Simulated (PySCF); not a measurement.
# EPR parameters of C3H3O2

Species: C₃H₃O₂ (doublet state).
Cartesian coordinates in Å at the GFN2-xTB level; atoms count from 1:
```
atom  x, y, z in Å
O1     2.2693   -0.2618   -0.2580
C2     1.3868    0.1420    0.4949
C3     0.0235    0.0891    0.2109
C4    -1.1516   -0.2024   -0.5668
O5    -1.1462    0.4090    0.7442
H6     1.6189    0.5879    1.4770
H7    -1.4457    0.4559   -1.3746
H8    -1.5460   -1.2103   -0.5968
```

The hyperfine couplings belong to this conformer and change with its torsions.

The species is `O=C[C]1CO1` [radical].

Computed, not measured: PySCF, UKS B3LYP, pcH-1 on C H O, non-relativistic, mean-field spin-orbit, GIAO. The structure is a single GFN2-xTB conformer in the gas phase; no vibrational or solvent corrections. Couplings are sensitive to structure, and on GFN2-xTB geometries they can be far from those on DFT ones. Stability of the SCF solution: not tested.

| Quantity | Value |
| --- | --- |
| g1, g2, g3 | 2.00204, 2.00623, 2.00828 |
| g_iso | 2.00552 |
| Form of g | rhombic: the two nearest values differ by 33 % of g3 − g1 |
| ⟨S²⟩ | 0.7622 (exact 0.7500) |
| HOMO–LUMO gap, α and β orbitals | 6.66, 4.01 eV |

Hyperfine couplings atom by atom, in MHz; T1 to T3 are the principal values of the dipolar part:

```json
{"atom": "O1", "isotope": "17O", "a_iso": "-26.0", "T1": "-118.7", "T2": "59.0", "T3": "59.7", "Mulliken spin population": "0.37"}
{"atom": "C2", "isotope": "13C", "a_iso": "-34.3", "T1": "-5.1", "T2": "-1.2", "T3": "6.2", "Mulliken spin population": "-0.06"}
{"atom": "C3", "isotope": "13C", "a_iso": "48.5", "T1": "-50.3", "T2": "-49.2", "T3": "99.5", "Mulliken spin population": "0.57"}
{"atom": "C4", "isotope": "13C", "a_iso": "-13.4", "T1": "-3.8", "T2": "0.3", "T3": "3.5", "Mulliken spin population": "-0.04"}
{"atom": "O5", "isotope": "17O", "a_iso": "-18.0", "T1": "-65.2", "T2": "30.6", "T3": "34.6", "Mulliken spin population": "0.15"}
{"atom": "H6", "isotope": "1H", "a_iso": "-5.2", "T1": "-5.2", "T2": "-2.5", "T3": "7.7", "Mulliken spin population": "0.00"}
{"atom": "H7", "isotope": "1H", "a_iso": "5.3", "T1": "-4.6", "T2": "-2.6", "T3": "7.2", "Mulliken spin population": "0.00"}
{"atom": "H8", "isotope": "1H", "a_iso": "5.3", "T1": "-4.6", "T2": "-2.6", "T3": "7.2", "Mulliken spin population": "0.00"}
```

The largest Mulliken spin populations are on C3 (+0.57), O1 (+0.37) and O5 (+0.15). The angles at C3 add up to 360.0°, so it is planar.

C3, the radical centre as drawn in `O=C[C]1CO1`, holds a spin population of +0.57 out of 1.

Axes: g2 points within 15° of the C3–C4 bond and g3 points within 4° of the O1–C2 bond.

Under fast tumbling the dipolar parts average out, and these isotropic splittings remain: 2 × 1H (H7/H8, I = 1/2, 3 lines) with 0.19 mT and 1 × 1H (H6, I = 1/2, 2 lines) with 0.19 mT.

The 13C coupling of C3 (48.5 MHz) shows only in satellite lines or after enrichment, since that isotope makes up about 1.07 % of natural carbon.

The 17O coupling of O1 (-26.0 MHz) shows only in satellite lines or after enrichment, since that isotope makes up about 0.038 % of natural oxygen.
